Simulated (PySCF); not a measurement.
**Two structures, one formula**

Two relaxed structures of NaSiH₃S, singlet (PBE0-D4/def2-TZVP; forces vanish, vibrations not checked).

A:

```xyz
6
angstrom
Na -2.8911 0.6075 0.3639
Si -0.3099 0.0714 -0.4287
S 0.7552 -0.1786 1.4636
H -0.0228 -1.1743 -1.2207
H 0.4613 1.1134 -1.1907
H 1.9958 -0.4343 1.0112
```

B:

Na1  (1.026, 0.619, -1.478)
Si2  (-1.175, -0.143, 0.145)
S3  (0.925, 0.135, 1.121)
H4  (-0.613, -0.781, -1.185)
H5  (-1.004, 1.280, -0.472)
H6  (1.157, -1.160, 1.381)
(Å)

PySCF 2.14 with density fitting (its default auxiliary sets; JK sets also for MP2 and CCSD(T)); basis: def2-TZVPP; cores frozen in the correlated methods. The outer core shell of Li, Na, Mg and K is correlated. The def2 sets are not built for correlating such inner shells, so the correlated values are less sure here. B3LYP uses VWN-RPA correlation.

Question: Which structure is lower at CCSD(T), and by how much? (To be estimated.)

Answer: Computed: B, by 0.115 eV (electronic energy, against the other). By their contacts, A is NaSiH₃S ([Na][SiH2][SH]) and B is NaSiH₃S ([H]1[Na]23[H][Si]12[SH]3).

Question: Do the other methods give the same order? (Judge from chemistry; the calculation decides.)

Answer: By the calculation: Not all: HF gives the other order.

```tsv
method	E(B) − E(A) (eV)
PBE-D4	-0.082
r2SCAN-D4	-0.125
PBE0-D4	-0.060
B3LYP-D4	-0.077
wB97M-V	-0.135
HF	0.041
MP2	-0.075
CCSD	-0.098
CCSD(T)	-0.115
```

No T1 diagnostic of these runs exceeds 0.012.

Labels in which every atom is bracketed show which atoms are joined, not bond orders.

For scale, one of the runs: CCSD(T)/def2-TZVPP, 158 basis functions, launched by `OMP_NUM_THREADS=2 python run.py`. The run took 120 s on 2 CPU threads of an AMD EPYC 7B13 (shared host), with 1.2 GiB of host memory at its peak.
